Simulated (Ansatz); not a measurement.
Reaction (isomerisation): `C=C=C(C)S` → `C1=CSCC1`

Isolated molecules relaxed with PBE0-D4/def2-TZVP in Ansatz; ΔE leaves out vibrations. CCSD(T)/CBS is the MP2 limit (def2-TZVPP, def2-QZVPP) plus CCSD(T) − MP2 in def2-TZVPP, frozen cores. DFT in def2-TZVPP. B3LYP here is the variant with VWN-RPA as its local correlation; programs differ in this. One conformer a species, not always the lowest.

| level | ΔE (kcal/mol) |
| --- | --- |
| B3LYP-D4 | -24.0 |
| ωB97M-V | -28.2 |
| CCSD/def2-TZVPP | -28.3 |
| MP2/def2-QZVPP | -31.1 |

Problem. What does CCSD(T)/CBS give? (An estimate is asked.)

Solution. The calculation gave: -29.0 kcal/mol. The listed levels differ from it by 5.0, 0.8, 0.7, -2.1 kcal/mol.

Largest T1 diagnostic among the species: 0.012.

From PBE to PBE0 (25 % exact exchange), in def2-TZVPP and without D4, ΔE moves by −3.4 kcal/mol. In def2-TZVPP, CCSD(T) changes the Hartree–Fock value by −3.0 kcal/mol (the triples alone add −0.1 kcal/mol) and MP2 by −5.4 kcal/mol.
